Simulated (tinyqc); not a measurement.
Worked calculation: Pariser-Parr-Pople SCF with singles CI, for the molecule c1ccsc1 (SMILES; centres numbered as the heavy atoms are written). One step of it, computed by the program tinyqc.

Question. Iteration 1: orbitals and new P. Diagonalise F (the basis is taken as orthonormal) and form P = 2 sum c c over the lowest orbitals.

F (eV):
```
           1C         2C         3C          4S         5C
1C  -4.912056  -4.080937   0.459962    0.545020  -4.172715
2C  -4.080937  -4.911683  -4.173180    0.544959   0.459818
3C   0.459962  -4.173180  -6.198733   -3.778538   0.517092
4S   0.545020   0.544959  -3.778538  -10.230045  -3.778768
5C  -4.172715   0.459818   0.517092   -3.778768  -6.199774
```

pi electrons, sum of z_r less the charge = 6

Give: orbital energies; P after iteration 1.

Answer.

orbital energies (eV): -14.2323  -10.0361  -9.2621  -0.6367  1.7148

P after iteration 1:
```
         1C       2C       3C       4S       5C
1C   1.0766   0.6128  -0.1111  -0.2627   0.7330
2C   0.6128   1.0766   0.7330  -0.2626  -0.1111
3C  -0.1111   0.7330   1.1454   0.5258  -0.3907
4S  -0.2627  -0.2626   0.5258   1.5559   0.5258
5C   0.7330  -0.1111  -0.3907   0.5258   1.1455
```
